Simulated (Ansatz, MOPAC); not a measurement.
Reaction (SMILES): FC(C)F [1,1-difluoroethane] → [CH3] (CH3) + F[CH]F (the C-C bond breaks)

Wanted: bond dissociation energy (enthalpy at 298 K), in kcal/mol. Terms: non-relativistic; open shells spin-unrestricted; frozen cores in correlated levels; spin-orbit terms left out; no dispersion term unless named. CBS marks a two-point X^-3 extrapolation of the correlation energy; Hartree-Fock from the larger set. The bracket is a focal-point correction in the basis named. First-principles rows: single points at B3LYP-D3(BJ) geometries (Ansatz, a first-principles code), with unscaled harmonic terms from B3LYP/6-31G* (Ansatz) at its own minima. Semi-empirical rows: MOPAC heats of formation at their own minima for 298 K.

```csv
species,coefficient,"E at HF/3-21G (Ansatz), Eh","E at wB97X-V/def2-TZVPD (Ansatz), Eh","H(298 K) - E, kcal/mol","heat of formation at AM1 (MOPAC), kcal/mol"
CC(F)F,-1,-275.44288,-278.34369,41.59,-118.65
[CH3] (CH3),+1,-39.34250,-39.83594,21.26,29.94
F[CH]F,+1,-235.97828,-238.34425,14.60,-90.76
```

Coupled cluster (Ansatz) is a level with limits of its own, used here on species with T1 under 0.025 (0.045 for open shells) and stable references: RI-MP2/CBS(aug-cc-pVTZ,aug-cc-pVQZ)+[CCSD(T)-MP2]/aug-cc-pVTZ. Value to compare with, RI-MP2/CBS(aug-cc-pVTZ,aug-cc-pVQZ)+[CCSD(T)-MP2]/aug-cc-pVTZ (Ansatz): 97.4 kcal/mol. 1 Eh = 627.5095 kcal/mol.

Question: Compute it at each level from the table, and compare with RI-MP2/CBS(aug-cc-pVTZ,aug-cc-pVQZ)+[CCSD(T)-MP2]/aug-cc-pVTZ (Ansatz).

Answer: 
- HF/3-21G: the sum of coefficient times E is 0.12210 Eh, or 76.62 kcal/mol; the thermal terms add -5.73. Result: 70.9 kcal/mol. Its difference against RI-MP2/CBS(aug-cc-pVTZ,aug-cc-pVQZ)+[CCSD(T)-MP2]/aug-cc-pVTZ (Ansatz) is -26.5 kcal/mol.
- wB97X-V/def2-TZVPD: the sum of coefficient times E is 0.16350 Eh, or 102.60 kcal/mol; the thermal terms add -5.73. Result: 96.9 kcal/mol. Its difference against RI-MP2/CBS(aug-cc-pVTZ,aug-cc-pVQZ)+[CCSD(T)-MP2]/aug-cc-pVTZ (Ansatz) is -0.5 kcal/mol.
- AM1: the sum of coefficient times heat of formation is 57.83 kcal/mol; it needs no thermal term. Its difference against RI-MP2/CBS(aug-cc-pVTZ,aug-cc-pVQZ)+[CCSD(T)-MP2]/aug-cc-pVTZ (Ansatz) is -39.6 kcal/mol.
